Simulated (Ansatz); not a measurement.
# C2H3F3 (SMILES CC(F)(F)F): from total energies to a heat of formation

C2H3F3: 8 atoms, total charge 0, spin state singlet. As SMILES, `CC(F)(F)F`. Geometry: relaxed at PBE0-D4/def2-TZVP.

Total energies at PBE/cc-pVDZ (Ansatz 0.2.0); the atoms run unrestricted:

```tsv
species	state	energy (Eh)
C2H3F3	singlet	-377.193670
C	triplet	-37.788538
F	doublet	-99.624780
H	doublet	-0.498628
```

Harmonic wavenumbers at PBE0-D4/def2-TZVP, in cm⁻¹: 227, 365, 365, 544, 544, 606, 849, 978, 978, 1243, 1243, 1297, 1431, 1476, 1476, 3088, 3180, 3181.

Measured heats of formation of the gaseous atoms at 298.15 K, in kJ/mol: C 716.9, F 79.4, H 218.0. Spin-orbit lowering of the atoms at 298 K (mean of the ground term's levels less their thermal mean, from spectra), in kJ/mol: C 0.02, F 1.29. Take 1 Eh = 2625.50 kJ/mol, 1 cm⁻¹ = 0.0119627 kJ/mol, RT = 2.479 kJ/mol.

Q: Work out the heat of formation of the gas at 298 K.

A: 
1. Electronic atomisation energy: 2 × (-37.788538) + 3 × (-99.624780) + 3 × (-0.498628) − (-377.193670) = 1.246370 Eh = 3272.3 kJ/mol.
2. Zero-point energy: half the sum of the wavenumbers, 11535.5 cm⁻¹ = 138.0 kJ/mol.
3. Thermal vibrational enthalpy, Σ hcν̃/(exp(hcν̃/kT) − 1): 5.1 kJ/mol. Translation, rotation and pV of a non-linear molecule: 4 RT = 9.9 kJ/mol.
4. The 8 free atoms carry 5/2 RT each: 49.6 kJ/mol.
5. Spin-orbit coupling lowers the free atoms by 2 × 0.02 + 3 × 1.29 = 3.9 kJ/mol.
6. Atomisation enthalpy at 298 K: 3272.3 − 3.9 − 138.0 − 5.1 − 9.9 + 49.6 = 3165.0 kJ/mol.
7. Sum of the atoms' heats of formation: 2326.0 kJ/mol. Heat of formation: 2326.0 − 3165.0 = -839.0 kJ/mol.

The tabulated value is -744.6 kJ/mol (CRC Handbook of Chemistry and Physics), so this level is off by -94.4 kJ/mol, or 3.1 % of the atomisation enthalpy that the table implies (3070.5 kJ/mol). Gradient-corrected functionals often overbind somewhat. Anharmonicity and any spin-orbit splitting of the molecule are left out.
